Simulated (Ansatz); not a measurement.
InSb₂S₄Br (C2/m, No. 12), treated with HSE06 (Ansatz, a quantum-chemistry and plane-wave program, plane waves, PAW).

Numerical settings: plane-wave cutoff 460 eV, 6×6×2 k mesh (along the axes of the cell as run), Fermi–Dirac smearing 0.01 eV, scalar-relativistic PAW data made under PBE.

Cell (measured lattice):

Space group C2/m (No. 12); a = 20.1770 Å, b = 3.8670 Å, c = 11.6600 Å, α = 90.00°, β = 119.13°, γ = 90.00°

```tsv
atom	site	symmetry	x	y	z
In	4i	m	0.3367	0.0000	0.5662
Sb	4i	m	0.0466	0.0000	0.7831
Sb	4i	m	0.2049	0.5000	0.0970
S	4i	m	0.2123	0.0000	0.3482
S	4i	m	0.3195	0.0000	0.1315
S	4i	m	0.1013	0.0000	0.0247
S	4i	m	0.0366	0.5000	0.2122
Br	4i	m	0.1040	0.0000	0.5347
```
(The calculation used a cell of 16 atoms; values per cell refer to that cell.)

**Question.** Predict the band gap, smallest direct gap on the k points sampled and Γ–Γ gap.

**Answer.** 
- band gap = 2.16 eV
- smallest direct gap on the k points sampled = 2.18 eV
- Γ–Γ gap = 2.58 eV

Note: cell and atoms aren't relaxed at this level (largest force component 0.20 eV/Å, pressure 0.4 GPa).

Spin–orbit coupling is not included.

Static lattice: no zero-point or thermal effects.
